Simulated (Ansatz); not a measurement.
Process, species as SMILES: C[SiH3] (CH6Si) [methylsilane] -> [SiH3][CH2-] + H+

Quantity: gas-phase deprotonation energy (enthalpy at 298 K), in kcal/mol. Set-up: dispersion terms only where a functional's name holds one; no spin-orbit coupling; 6-31G* and kin with 6d, 5d where marked; non-relativistic; LANL2DZ with its own core potentials from Na on; 6-311+G** with 5d, 6d on Na to Ar in Ansatz (a program for electronic structure). Ab initio and DFT rows: single points at B3LYP-D3(BJ) geometries (Ansatz), with unscaled harmonic terms from B3LYP/6-31G* at its own minima. Anions need diffuse functions, which STO-3G, LANL2DZ, def2-SVP, cc-pVDZ and Pople sets without + lack.

```tsv
level	program	gas-phase deprotonation energy (enthalpy at 298 K) (kcal/mol)
B3LYP/STO-3G	Ansatz	523.3
B3LYP/3-21G	Ansatz	412.6
B3LYP/LANL2DZ	Ansatz	406.7
B3LYP/6-31G	Ansatz	410.3
B3LYP/6-31G*	Ansatz	406.1
B3LYP/6-31+G*	Ansatz	392.9
B3LYP/6-31G**	Ansatz	406.8
B3LYP/def2-SVP	Ansatz	401.2
B3LYP/cc-pVDZ	Ansatz	401.4
B3LYP/6-311+G**	Ansatz	392.1
B3LYP/def2-TZVPD	Ansatz	391.5
```

No value to compare with is used here. The 10 habitual levels span 392.1 (B3LYP/6-311+G**) to 523.3 kcal/mol (B3LYP/STO-3G); B3LYP/def2-TZVPD gives 391.5.

The sets are all those run for this method; runs whose electronic state is in doubt are left out.
